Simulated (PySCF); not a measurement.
## Adding and removing an electron: CO

PBE0; C cc-pVTZ, O cc-pVTZ; no relativity (PySCF 2.14). Neutral (UKS): singlet (closed shell), Re = 1.125 Å, ωe = 2237 cm⁻¹, De = 11.07 eV, HOMO -10.67 eV, LUMO -0.54 eV.

CO⁺ (UKS): doublet (σ ↑), Re = 1.107 Å, ωe = 2331 cm⁻¹, De = 8.62 eV to C⁺ + O. The energies at the minima are -113.22558 hartree for CO and -112.71259 for CO⁺.

(1) Work out the adiabatic ionisation energy, without and with harmonic zero-point energies (1 hartree = 27.2114 eV, 1 eV = 8065.5 cm⁻¹), and the change of the bond length.

For an ion De counts to the pair picked by the measured ionisation energies or electron affinities, which need not be the lowest pair at this level. States were picked by a PBE0 search and need not be the measured ground states.

Answers

(1) At PBE0: 0.51299 hartree = 13.959 eV between the minima; the zero-point term (2331.0 − 2237.0)/2 cm⁻¹ = +0.006 eV makes it 13.965 eV. Re changes by -1.8 pm against the neutral. Minus the HOMO energy is 10.67 eV, -3.29 eV from the value between the minima; self-interaction puts the Kohn–Sham level too high, less so with exact exchange. The electron leaves a σ orbital, and the shorter bond of the ion fits an antibonding orbital, or a change in how ionic the bond is.
